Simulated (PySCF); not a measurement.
Breaking a bond: CS2, SMILES S=C=S. The C1–S3 bond (C1 also carries S; S3 carries nothing else) is varied alone, starting from the PBE0/def2-TZVP optimised geometry.

Computed with: RHF/6-31G (PySCF); UKS-BHandHLYP = unrestricted BHandHLYP/6-31G run with PySCF; RKS-M06-2X = PySCF with restricted M06-2X/6-31G.

Magnitude of the dipole moment (D; its direction can reverse along the curve, and a method can change to another solution) and Mulliken charge of the fragment that holds C1:

```
R / Å  μ RHF  q RHF  μ UKS-BHandHLYP  q UKS-BHandHLYP  μ RKS-M06-2X  q RKS-M06-2X
-----  -----  -----  ---------------  ---------------  ------------  ------------
1.24    2.63  -0.15             2.17            -0.11          2.12         -0.11
1.31    2.02  -0.16             1.65            -0.13          1.62         -0.14
1.40    1.24  -0.18             1.01            -0.17          0.99         -0.17
1.45    0.82  -0.19             0.66            -0.18          0.65         -0.19
1.49    0.48  -0.20             0.39            -0.19          0.38         -0.19
1.55    0.01  -0.19             0.01            -0.19          0.01         -0.20
1.61    0.49  -0.18             0.39            -0.19          0.39         -0.19
1.66    0.88  -0.17             0.70            -0.18          0.69         -0.18
1.70    1.17  -0.15             0.94            -0.16          0.93         -0.17
1.80    1.86  -0.10             1.51            -0.12          1.49         -0.13
1.91    2.51  -0.04             2.07            -0.07          2.05         -0.07
2.08    3.17   0.04             2.79             0.02          2.82          0.01
2.34    3.33   0.10             3.34             0.10          3.66          0.11
2.55    2.97   0.10             3.01             0.10          3.79          0.14
2.81    2.40   0.07             2.46             0.07          3.43          0.12
3.07    1.92   0.05             2.00             0.04          2.99          0.09
3.38    1.54   0.02             1.66             0.02          2.44          0.06
3.82    1.23   0.01             1.41             0.01          1.81          0.02
4.21    1.08   0.00             1.30             0.00          1.54          0.01
4.69    0.99   0.00             1.23             0.00          1.39          0.00
5.45    0.92   0.00             1.19             0.00          1.30          0.00
```

The restricted form behind RHF, RKS-M06-2X keeps the bonding electrons paired and can't separate into open-shell fragments. The unrestricted determinant behind UKS-BHandHLYP is spin-contaminated at 2.34 to 5.45 Å (<S²> up to 1.0, against 0.00 for a pure singlet).
